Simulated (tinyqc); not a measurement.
A ladder of methods, and size consistency: correlation methods against full CI in the sto-3g basis, for BH3, spin multiplicity 1. Computed by the program tinyqc with PySCF. 

Geometry (angstrom):
```
atom        x        y       z
B      0.0000   0.0000  0.0440
H      1.1550   0.0000  0.0000
H     -0.5780   1.0000  0.0000
H     -0.5780  -1.0000  0.0000
```

RHF energy of one = -26.070118 hartree

All electrons correlated; +Q is the Davidson correction (1 - c0^2) E_corr. The last columns treat two copies 100 angstrom apart as one system. FCI is the lowest singlet.

Correlation energies (hartree):
```
method   E_corr of one  share of FCI (%)  E_corr of two at 100 angstrom  two minus twice one (mhartree)
MP2          -0.034864           69.0997                      -0.069727                          0.0000
CISD         -0.049255           97.6232                      -0.095936                          2.5737
CISD+Q       -0.050612          100.3131                      -0.100820                          0.4039
CCSD         -0.050116           99.3300                      -0.100232                          0.0000
CCSD(T)      -0.050331           99.7553                      -0.100661                          0.0000
FCI          -0.050454          100.0000                              -                               -
```

MP2 recovers 69 %, CISD 97.6 % and CCSD 99.3 % of the FCI value (c0^2 = 0.972 in CISD). MP2 and coupled cluster are size consistent, so their last column vanishes; CISD loses 2.57 mhartree, since a double excitation on each copy is a quadruple of the pair, and the Davidson correction leaves +0.40.
